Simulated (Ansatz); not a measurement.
**SiH4 (singlet): the correlation ladder at distance Si1–H5 = 1.805 Å, 6-31G**

Aim: climb from Hartree-Fock through coupled cluster and multireference methods for SiH4 (singlet) at one geometry and basis, and see what each rung misses.

Computed with Ansatz 0.2.0, Gaussian basis. Level: 6-31G, core rule «outside noble gas», up to 5 orbitals frozen.

Plan: UHF; CCSD(T) on RHF; BCCD(T) on RHF; CISD; CCSDT(Q) on RHF; CISDTQ; CCSDTQ on RHF; CASSCF and MRCISD+Q, 2 electrons in 2 orbitals; CASSCF and NEVPT2, 2 electrons in 2 orbitals; CASSCF and MRCISD+Q, 8 electrons in 8 orbitals; CASSCF and NEVPT2, 8 electrons in 8 orbitals; Full CI.

22 further runs of the same task are left out: 18 that didn't finish, 4 set aside as unsound or not needed.

## Step 1: The geometry

The geometry derives from a PBE0/def2-TZVP stationary point (not a proven minimum). One bond is set to the value named and the two fragments are kept rigid.

5 atoms, charge 0, spin multiplicity 1.

Atoms are counted from 1 here; the program's logs count them from 0.

Bond lengths: Si1–H2 1.485 Å, Si1–H3 1.485 Å, Si1–H4 1.485 Å. Angles: H2–Si1–H3 109.5°, H2–Si1–H4 109.5°, H3–Si1–H4 109.5°.

## Step 2: UHF

in.yaml reads:

```yaml
crystal:
  periodic: [false, false, false]
  atoms:
    - {symbol: Si, position_ang: [-0.005814, 0.005823, 0.005778]}
    - {symbol: H, position_ang: [0.850036, 0.864568, 0.862608]}
    - {symbol: H, position_ang: [-0.865366, -0.848599, 0.863223]}
    - {symbol: H, position_ang: [-0.860543, 0.861358, -0.855372]}
    - {symbol: H, position_ang: [1.037870, -1.039593, -1.031456]}
basis:
  gaussian: {orbitals: 6-31G}
magnetization: {spin_polarized: true, initial_magnetization: 0}
hamiltonian: {xc: hf}
output: {orbitals: {seedname: orbitals}}
```

The run is started by

```sh
ansatz run in.yaml --threads 1 --pin off --events-out ev --progress --plain --max-ram 2393MiB
```

After this run come: CCSD(T) on RHF; BCCD(T) on RHF; CISD; CCSDT(Q) on RHF; CISDTQ; CCSDTQ on RHF; CASSCF and MRCISD+Q, 2 electrons in 2 orbitals; CASSCF and NEVPT2, 2 electrons in 2 orbitals; CASSCF and MRCISD+Q, 8 electrons in 8 orbitals; CASSCF and NEVPT2, 8 electrons in 8 orbitals; Full CI.

Before running them: what should the planned runs give, taken together? Wanted: FCI below the RHF energy; RMP2 from FCI; RCCSD from FCI; RCCSD(T) from FCI; RCCSDT(Q) from FCI; NEVPT2 pair from FCI; MRCISD+Q pair from FCI; NEVPT2 valence from FCI; T1 diagnostic.

**Answer**, as computed:

| quantity | value |
| --- | --- |
| FCI below the RHF energy | -2.5071 eV |
| RMP2 from FCI | +72.4 kJ/mol |
| RCCSD from FCI | +3.8 kJ/mol |
| RCCSD(T) from FCI | +1.1 kJ/mol |
| RCCSDT(Q) from FCI | 0.0 kJ/mol |
| NEVPT2 pair from FCI | +54.8 kJ/mol |
| MRCISD+Q pair from FCI | -0.7 kJ/mol |
| NEVPT2 valence from FCI | +16.3 kJ/mol |
| levels within 1 kcal/mol (43 meV) | RCCSD, RCCSD(T), BCCD(T), RCCSDT, CISDTQ, RCCSDT(Q), RCCSDTQ, MRCISD+Q pair, MRCISD valence, MRCISD+Q valence |
| T1 diagnostic | 0.009 |
| effectively unpaired electrons | 0.04 |

**Reading.** RCCSD(T) lands +1.1 kJ/mol from the yardstick (0.5 % of the correlation energy). MRCISD+Q pair falls below full CI: the +Q correction isn't variational, and the cores differ from full CI's. One determinant dominates. Of the multireference levels listed MRCISD+Q pair comes nearest in total energy (-0.7 kJ/mol), which doesn't show that its space is the better one. These misses are within one basis, not against nature.
